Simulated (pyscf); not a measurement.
NH₂⁻ + H₂C=CH₂ → NH₃ + HC⁻=CH₂, a proton transfer (singlet surface; C–H broken, H–N formed). Single points on ωB97X-D3(BJ)/def2-SVPD structures (PySCF, gas phase). MP2 and CC: frozen core, UHF for open shells. ΔMP2 is the change of the MP2 total energy from the triple- to the quadruple-zeta basis. Energies in kJ/mol from the separated reactants.

Small-basis levels: PySCF, no dispersion term, spherical d functions. AM1 to PM7: differences of heats of formation from MOPAC. Cost: rough CPU time at the saddle relative to B3LYP/6-31G*, from one job on a shared machine.

```
level                               barrier  reaction energy        cost
----------------------------------  -------  ---------------  ----------
HF/STO-3G                            -160.2            -91.1        0.05
HF/3-21G                             -105.8            -87.3        0.06
MP2/6-31G*                            -67.9            -26.4         0.1
BP86/6-31G*                          -107.1            -39.5           1
PBE/6-31G*                           -112.3            -39.6           1
M06-2X/6-31G*                         -87.4            -33.5           3
AM1                                   -57.7            -24.8  under 0.02
PM3                                   -50.6            +23.6  under 0.02
PM7                                   -18.7            +55.6  under 0.02
CCSD(T)/def2-TZVPPD + ΔMP2(QZVPPD)     -8.5            +11.7           –
```

Against the last row the barrier runs from -151.7 (HF/STO-3G) to -10.2 kJ/mol (PM7); PM7 happens to lie closest here (10.2 kJ/mol apart). CCSD(T)/def2-TZVPPD + ΔMP2(QZVPPD) has limits of its own. On the reactant side the descent ends in a bound adduct, 42.6 kJ/mol under the separated species and 26.9 kJ/mol under the saddle at ωB97X-D3(BJ)/def2-TZVPD. On the product side the descent ends in a bound adduct, 50.6 kJ/mol under the separated species and 27.6 kJ/mol under the saddle at ωB97X-D3(BJ)/def2-TZVPD. At CCSD(T) the saddle lies under the separated reactants, which points to a path from their complex (located at ωB97X-D3(BJ) alone). At CCSD(T) the saddle lies under the separated products, which points to a path from their complex (located at ωB97X-D3(BJ) alone), and parting the products costs more than the saddle. One saddle was located; it need not be the lowest between these sides. The angle at the transferred H is 178°. The CCSD(T) − MP2 part came from Ansatz, without density fitting, on the same reference.
